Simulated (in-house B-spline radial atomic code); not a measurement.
Kr. Computed with a B-spline radial atomic code. Model: non-relativistic spherical atom: semilocal Troullier-Martins pseudo-atom, one channel per l, against all electrons, high spin, G0W0 and RPA with empty states to l = 8, local potential for every l without a channel, a model core (radius 0 = none) keeps its share of the functional.

What the tables leave out is listed at the end.

The pseudopotential gives back the lowest level of each angular momentum of its own functional in the configuration it was made in; a second state of the same l is only approximately right. Exact exchange, RPA and GW see the smooth pseudo-orbitals and miss the exchange with the core, for which the functional's share stands in. The column with an uncorrelated core keeps all orbitals and exact exchange, and so separates missing core correlation from pseudisation. Only the three outermost levels and the lowest empty one were computed. RPA here is direct RPA, with no exchange kernel, and its energies carry an (l + 1/2)⁻⁴ tail. A hybrid on a potential with a model core restores only its own semilocal share of the core's exchange.

Command:
```bash
python run_psgw.py task.json out
```
Settings (lengths in bohr, energies in hartree):
```
Z                      36
electrons              36
configuration          [Ar] 3d10 4s2 4p6
generated_in           [Ar] 3d10 4s2 4p6
functional             pbe,pbe
core_shells            4
radius_factor          1.3
core_correction        False
```

Time taken, with all properties: 35 s on 1 thread of Arm Neoverse N1, on a shared host.

Given: made with PBE; model core radius 0 bohr; local radius 0.785 bohr; mean-field start PBE.

Valence shells of the generating configuration: 3p, 3d, 4s, 4p.

Channel: s 1.784, p 0.609, d 1.588 (radii in bohr).

Computed: largest level miss in the spin-unpolarised generating configuration 0.1 eV; valence RPA correlation energy all-electron orbitals -1.6189 hartree; valence RPA correlation energy pseudo -1.6135 hartree; pseudo-atom RPA polarisability 15.21 bohr³.

```tsv
level	occupied	mean-field all-electron (eV)	mean-field pseudo minus all (eV)	G0W0 all-electron (eV)	G0W0 uncorrelated core minus all (eV)	G0W0 pseudo minus all (eV)	exchange self-energy all-electron (eV)	exchange self-energy pseudo (eV)
4p	1	-9.2828	-0.1	-13.963	0.003	0.071	-21.499	-20.265
```

(1) What is the all-electron RPA polarisability, core included?

Given: mean-field start PBE0.

Computed: valence RPA correlation energy all-electron orbitals -1.5595 hartree; all-electron RPA polarisability, core included 13.848 bohr³; pseudo-atom RPA polarisability 13.511 bohr³.

| level | occupied | mean-field all-electron (eV) | mean-field pseudo minus all (eV) | G0W0 all-electron (eV) | G0W0 uncorrelated core minus all (eV) | G0W0 pseudo minus all (eV) | exchange self-energy all-electron (eV) | exchange self-energy pseudo (eV) |
| --- | --- | --- | --- | --- | --- | --- | --- | --- |
| 4p | 1 | -10.773 | -0.016 | -14.231 | 0.003 | 0.119 | -21.493 | -20.235 |

(2) What is the valence RPA correlation energy pseudo?

Given: mean-field start Hartree-Fock.

Computed: valence RPA correlation energy all-electron orbitals -1.413 hartree; all-electron RPA polarisability, core included 10.71 bohr³; pseudo-atom RPA polarisability 11.068 bohr³.

```json
{"level": "4p", "occupied": "1", "mean-field all-electron (eV)": "-14.264", "mean-field pseudo minus all (eV)": "0.35", "G0W0 all-electron (eV)": "-14.682", "G0W0 uncorrelated core minus all (eV)": "0.004", "G0W0 pseudo minus all (eV)": "0.261", "exchange self-energy all-electron (eV)": "-21.262", "exchange self-energy pseudo (eV)": "-19.937"}
```

(3) What is the valence RPA correlation energy pseudo?

## Answers

(1) 15.894 bohr³.

(2) -1.5668 hartree.

(3) -1.4464 hartree.

Among the listed levels the largest G0W0 shift of the pseudo-atom is +0.26 eV, for 4p on the Hartree-Fock start, while leaving the core uncorrelated moves that level by +0.00 eV. So pseudisation and the lost core exchange, not the missing core correlation, make the error. Not in the tables (levels of low weight, unsolved or above zero; the highest and the empty levels are kept at any weight): on PBE the G0W0 levels 4s (pseudo minus all -3.26 eV, weights 0.18 and 0.13), 3d (pseudo minus all +3.29 eV, weights 0.41 and 0.03); on PBE0 the G0W0 levels 4s (pseudo minus all -0.75 eV, weights 0.11 and 0.17), 3d (pseudo minus all +3.39 eV, weights 0.73 and 0.69); on Hartree-Fock the G0W0 levels 4s (pseudo minus all -2.49 eV, weights 0.60 and 0.78), 3d (pseudo minus all +4.37 eV, weights 0.55 and 0.66).
